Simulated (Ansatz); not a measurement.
Input for Ansatz (a first-principles code): U-CCSD(T)/cc-pV(D+d)Z on SiH2 (SMILES [SiH2]), a point of a bond scan (R = 1.828 Å). Files ending in .json are basis or fitting sets from the Basis Set Exchange.

Ansatz 0.2 input:
```yaml
crystal:
  periodic: [false, false, false]
  atoms:
    - {symbol: Si, position_ang: [0.01417596, -0.00086442, 0.13209978]}
    - {symbol: H, position_ang: [-0.13756633, -1.30180054, -1.14294553]}
    - {symbol: H, position_ang: [-0.08618752, 1.09707968, -0.91895895]}
basis:
  gaussian:
    orbitals: cc-pV_D+d_Z.json
correlation: {method: ccsd_t, electrons: outside_noble_gas}
scf: {omitted_lower_state_checks: [cluster_reference]}
magnetization: {spin_polarized: true, initial_magnetization: 0}
```

Problem. Predict the final total energy.

Solution. -290.1247 hartree (reference determinant -290.0049, T1 diagnostic 0.103). Its determinant has ⟨S²⟩ = 0.33, a mixture of spin states.
